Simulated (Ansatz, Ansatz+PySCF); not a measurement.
```xyz
6

B    -0.0071    0.0024   -1.3298
C     0.0071   -0.0066    0.1804
O    -0.0086    0.0029    1.3103
H     0.0052   -1.1747   -1.6380
H    -1.0258    0.5959   -1.6516
H     1.0270    0.5844   -1.6504
```

RHF-MP2 on singlet CH3BO was run in several spherical basis sets with Ansatz (development build ahead of 0.2.0). Frozen core: 3 orbitals.

(1) Rank the basis sets by the total energy that they give, lowest first, with the distance from the lowest.
A. STO-3G
B. def2-SVP
C. cc-pVDZ
D. def2-TZVP
E. cc-pVTZ
F. 6-31G(d)

Results:

(1) E (0.00 eV), D (0.11 eV), C (3.61 eV), F (4.71 eV), B (6.91 eV), A (59.58 eV).

Totals follow the description of the cores as much as that of the bonds, so this order isn't one of quality for chemistry.
